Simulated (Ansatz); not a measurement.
**CP (quartet): wave-function methods side by side, 6-31G**

How much of the correlation energy of CP (quartet) does each wave-function method recover here?

Method: 6-31G, core rule «outside noble gas», up to 6 orbitals frozen; program: Ansatz 0.2.0, Gaussian basis.

Plan: UHF; CCSD(T) on ROHF; CCSD(T) on UHF; BCCD(T) on ROHF; CISD as a restricted active space (open shells left free, so some higher excitations enter); CCSDT(Q) on ROHF; CCSDT(Q) on UHF; CISDTQ; CCSDTQ on ROHF; CCSDTQ on UHF; CASSCF and MRCISD+Q, 9 electrons in 8 orbitals; CASSCF and NEVPT2, 9 electrons in 8 orbitals; Full CI.

12 further runs of the same task are left out: 5 that didn't finish, 7 set aside as unsound or not needed. Runs told in other sessions of the task aren't counted.

**1. The system**

The geometry is a PBE0/def2-TZVP stationary point (not a proven minimum) of the parent state, kept for this charge and spin.

2 atoms, charge 0, spin multiplicity 4.

Atoms are counted from 1 here; the program's logs count them from 0.

Bond lengths: C1–P2 1.550 Å.

**2. UHF**

The input, in.yaml:

```yaml
crystal:
  periodic: [false, false, false]
  atoms:
    - {symbol: C, position_ang: [0.000000, 0.000000, 0.000000]}
    - {symbol: P, position_ang: [0.000000, 0.000000, 1.549700]}
basis:
  gaussian: {orbitals: 6-31G}
magnetization: {spin_polarized: true, initial_magnetization: 3}
hamiltonian: {xc: hf}
output: {orbitals: {seedname: orbitals}}
```

Launch:

```sh
$ ansatz run in.yaml --threads 1 --pin off --events-out ev --progress --plain --max-ram 2393MiB
```

The runs that follow: CCSD(T) on ROHF; CCSD(T) on UHF; BCCD(T) on ROHF; CISD as a restricted active space (open shells left free, so some higher excitations enter); CCSDT(Q) on ROHF; CCSDT(Q) on UHF; CISDTQ; CCSDTQ on ROHF; CCSDTQ on UHF; CASSCF and MRCISD+Q, 9 electrons in 8 orbitals; CASSCF and NEVPT2, 9 electrons in 8 orbitals; Full CI.

**Question.** What will the summary of the whole plan be? Wanted: FCI from the RHF energy; RMP2 from FCI; UMP2 from FCI; RCCSD from FCI; RCCSD(T) from FCI; UCCSD(T) from FCI; RCCSDT(Q) from FCI; UCCSDT(Q) from FCI; NEVPT2 valence from FCI.

The runs gave:

| quantity | value |
| --- | --- |
| FCI from the ROHF energy | -3.7317 eV |
| RMP2 from FCI | +1315.3 meV |
| UMP2 from FCI | +1510.7 meV |
| RCCSD from FCI | +424.8 meV |
| RCCSD(T) from FCI | +177.4 meV |
| UCCSD(T) from FCI | +163.5 meV |
| RCCSDT(Q) from FCI | -18.0 meV |
| UCCSDT(Q) from FCI | -20.7 meV |
| NEVPT2 valence from FCI | +347.5 meV |
| MRCISD+Q valence from FCI | +19.3 meV |
| levels within 1 kcal/mol (43 meV) | RCCSDT, UCCSDT, CISDTQ, RCCSDT(Q), UCCSDT(Q), RCCSDTQ, UCCSDTQ, MRCISD+Q valence |
| T1 diagnostic | 0.031 |
| effectively unpaired electrons | 3.65 |

What this shows: RCCSD(T) lands +177.4 meV from the yardstick (4.8 % of the correlation energy). RCCSDT(Q), UCCSDT(Q) fall below full CI: unrestricted runs freeze a spin-polarised core, another one than full CI's, and coupled cluster isn't variational. The occupations show static correlation (3.65 effectively unpaired electrons where one determinant has 3). Of the multireference levels listed MRCISD+Q valence comes nearest in total energy (+19.3 meV), which doesn't show that its space is the better one. These misses are within one basis, not against nature; the frozen cores of restricted and unrestricted runs differ, which can shift their rows.

Levels on UHF freeze UHF's core orbitals, full CI those of ROHF, so the U rows can settle a little off it for that reason alone.

With open shells the CI space here admits some higher excitations, so it is larger than plain CISD.
